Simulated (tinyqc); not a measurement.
Inside a calculation. Method: geometry optimisation on the UHF/sto-3g surface (energies and gradients from PySCF), for NH, spin multiplicity 3. One step of it, computed by the program tinyqc.

Question. Step 1: move. Quasi-Newton step p = -H^(-1) g (first H = 0.6 times the unit matrix); steps longer than 0.3 bohr are cut back.

positions at the start (bohr):
```
           x         y         z
1N  0.000000  0.000000  0.000000
2H  0.000000  0.000000  2.146729
```

gradient (hartree/bohr):
```
             x           y            z
1N  0.00000000  0.00000000  -0.04121512
2H  0.00000000  0.00000000   0.04121512
```

Give: positions after step 1.

Answer.

positions after step 1 (bohr):
```
         x       y       z
1N  0.0000  0.0000  0.0687
2H  0.0000  0.0000  2.0780
```
